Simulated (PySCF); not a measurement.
Below is a simulated gas-phase N 1s photoelectron spectrum of `Fc1cnn[nH]1`.

Every computed line was given a Gaussian of 0.4 eV full width at half maximum and an area set by the number of equivalent atoms; the highest printed point is 100. Theory: delta-SCF UKS SCAN, pcX-2 on the ionised atom, pcseg-1 elsewhere, spin-free X2C in PySCF.

| binding energy (eV) | intensity |
| --- | --- |
| 405.5 | 0 |
| 405.6 | 2 |
| 405.7 | 9 |
| 405.8 | 28 |
| 405.9 | 61 |
| 406.0 | 92 |
| 406.1 | 99 |
| 406.2 | 75 |
| 406.3 | 42 |
| 406.4 | 24 |
| 406.5 | 32 |
| 406.6 | 61 |
| 406.7 | 92 |
| 406.8 | 99 |
| 406.9 | 75 |
| 407.0 | 41 |
| 407.1 | 15 |
| 407.2 | 4 |
| 407.3 | 1 |
| 407.4 | 0 |
| 407.5 | 0 |
| 407.6 | 1 |
| 407.7 | 6 |
| 407.8 | 20 |
| 407.9 | 48 |
| 408.0 | 82 |
| 408.1 | 100 |
| 408.2 | 86 |
| 408.3 | 52 |
| 408.4 | 23 |
| 408.5 | 7 |
| 408.6 | 1 |
| 408.7 | 0 |

Q: How many maxima does the curve show, and how many computed lines lie under it?

A: The curve has 3 maxima (at 406.1, 406.8 and 408.1 eV). Under it lie 3 lines from 3 inequivalent nitrogen sites.

Q: Decompose the envelope and assign each component. Numbering: `[F:1][c:2]1[cH:3][n:4][n:5][nH:6]1`.

A: 
```tsv
position (eV)	relative area	line	atoms	environment
406.07	1	N 1s	N4	pyridine-type nitrogen
406.77	1	N 1s	N5	pyridine-type nitrogen
408.11	1	N 1s	N6	pyrrole-type nitrogen
```

Q: What are the centre and the root-mean-square width of the whole band?

A: The area-weighted mean of the lines is 406.98 eV. Their own spread about it is 0.84 eV (rms) and each Gaussian has σ = 0.4/2.355 = 0.17 eV; the variances add, which gives 0.86 eV.

The listed N 1s values span 2.04 eV, from N4 (bonded to N (aromatic in the SMILES) and C (aromatic in the SMILES)) to N6 (bonded to N (aromatic in the SMILES), C (aromatic in the SMILES) and H). The widest gap between neighbouring values is 1.34 eV, between 406.77 and 408.11 eV. Summing the Pauling electronegativity differences to the bonded atoms, each weighted by its formal bond order, gives -0.74 for the lowest site and -1.58 for the highest; the largest sum, 0.00, belongs to N5, 1.34 eV below the top. The smallest sum, -1.58, belongs to N6, 2.04 eV above the lowest.

Shake-up satellites, vibrational structure and lifetime widths aren't simulated. Isolated species at its GFN2-xTB geometry, gas phase.
